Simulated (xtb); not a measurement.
C2H6S, triplet, at the geometry of the source list (a higher spin typed on purpose: for a closed-shell molecule this is an excited state); GFN0-xTB run with xtb.

Input for xtb:
```
$ xtb mol.xyz --gfn 0 --chrg 0 --uhf 2 --json

# file mol.xyz
9

C     -0.79640000     0.53010000     0.05840000
C      0.09700000    -0.67710000    -0.14880000
S      1.71710000    -0.49070000     0.67610000
H     -1.76070000     0.36040000    -0.41580000
H     -0.34760000     1.42080000    -0.37700000
H     -0.95460000     0.70670000     1.11970000
H     -0.33710000    -1.56940000     0.30160000
H      0.27990000    -0.86670000    -1.20670000
H      2.10240000     0.58600000    -0.00740000
```

Output, abridged:

```
   ID    Z sym.   atoms
    1    6 C      1, 2
    2   16 S      3
    3    1 H      4-9

           -------------------------------------------------
          |                Calculation Setup                |
           -------------------------------------------------

           -------------------------------------------------
          |                 G F N 0 - x T B                 |
           -------------------------------------------------

          ...................................................
          :                      SETUP                      :
          :.................................................:
          :  # basis functions                  30          :
          :  # atomic orbitals                  29          :
          :  # shells                           19          :
          :  # electrons                        20          :
          :  electronic temp.          300.0000000     K    :
          :  accuracy                    1.0000000          :
          :  -> integral cutoff          0.2500000E+02      :
          :  -> integral neglect         0.1000000E-07      :
          ...................................................

         :::::::::::::::::::::::::::::::::::::::::::::::::::::
         ::                     SUMMARY                     ::
         :::::::::::::::::::::::::::::::::::::::::::::::::::::
         :: total energy             -10.647245230025 Eh    ::
         :: gradient norm              0.117943955458 Eh/a0 ::
         :: HOMO-LUMO gap              1.790847190452 eV    ::
         ::.................................................::
         :: H0 energy                -10.762626998737 Eh    ::
         :: repulsion energy           0.126563291177 Eh    ::
         :: electrostat energy        -0.009463440632 Eh    ::
         :: -> Gsolv                   0.000000000000 Eh    ::
         ::    -> Gsasa                0.000000000000 Eh    ::
         ::    -> Gshift               0.000000000000 Eh    ::
         :: dispersion energy         -0.001718081833 Eh    ::
         :: short-range corr.          0.000000000000 Eh    ::
         :: add. restraining           0.000000000000 Eh    ::
         :: total charge              -0.000000000000 e     ::
         :::::::::::::::::::::::::::::::::::::::::::::::::::::

           -------------------------------------------------
          |                Property Printout                |
[...]
        29                          0.7795833              21.2135
      -------------------------------------------------------------
                  HL-Gap            0.0658124 Eh            1.7908 eV
             Fermi-level            0.0000000 Eh            0.0000 eV

     #   Z          covCN         q      C6AA      α(0)
     1   6 C        3.778    -0.360    31.518     8.095
     2   6 C        3.793    -0.120    25.518     7.281
     3  16 S        1.920    -0.091   142.232    20.108
     4   1 H        0.925     0.113     1.673     2.023
     5   1 H        0.925     0.117     1.634     1.999
     6   1 H        0.925     0.123     1.592     1.973
     7   1 H        0.925     0.082     1.959     2.189
     8   1 H        0.925     0.076     2.018     2.221
     9   1 H        0.923     0.059     2.210     2.325

 Mol. C6AA /au·bohr⁶  :        940.423132
 Mol. C8AA /au·bohr⁸  :      28475.820887
 Mol. α(0) /au        :         48.214485

Wiberg/Mayer (AO) data.
largest (>0.10) Wiberg bond orders for each atom

 ---------------------------------------------------------------------------
     #   Z sym  total        # sym  WBO       # sym  WBO       # sym  WBO
 ---------------------------------------------------------------------------
     1   6 C    3.979 --     2 C    0.997     6 H    0.980     4 H    0.980
                             5 H    0.979
     2   6 C    3.935 --     1 C    0.997     7 H    0.979     3 S    0.964
                             8 H    0.953
     3  16 S    2.069 --     2 C    0.964     9 H    0.939
     4   1 H    0.986 --     1 C    0.980
     5   1 H    0.983 --     1 C    0.979
     6   1 H    0.984 --     1 C    0.980
     7   1 H    1.046 --     2 C    0.979
     8   1 H    1.006 --     2 C    0.953
     9   1 H    0.997 --     3 S    0.939
 ---------------------------------------------------------------------------

Topologies differ in total number of bonds
Writing topology from bond orders to xtbtopo.mol

 dipole moment from electron density (au)
     X       Y       Z
  -0.1999   0.4734  -0.4446  total (Debye):    1.727

           -------------------------------------------------
          | TOTAL ENERGY              -10.647245230025 Eh   |
          | GRADIENT NORM               0.117943955458 Eh/α |
          | HOMO-LUMO GAP               1.790847190452 eV   |
           -------------------------------------------------

normal termination of xtb
```
